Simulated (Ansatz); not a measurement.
Two shapes of singlet CHO(+).

Shape 1:

```xyz
3

H    -0.0401   -0.0069   -1.5971
C    -0.0324   -0.0041   -0.5528
O    -0.0338   -0.0322    0.6073
```

Shape 2:

```xyz
3

H     0.0000    0.0000   -1.7563
C     0.0000    0.0000   -0.5561
O     0.0000    0.0000    0.6366
```

Basis set: 6-31G* (spherical functions). Correlated methods keep 2 orbitals frozen. Charge 1, multiplicity 1.

Computed with Ansatz (development build ahead of 0.2.0); each method stands on the lowest determinant of its kind that the runs found.

Problem. Which shape is lower in energy, and by how much in each method?

Solution.

```json
{"method": "RHF", "E(2) − E(1) (eV)": "0.523"}
{"method": "RHF-MP2", "E(2) − E(1) (eV)": "0.253"}
```

Shape 1 is lower.
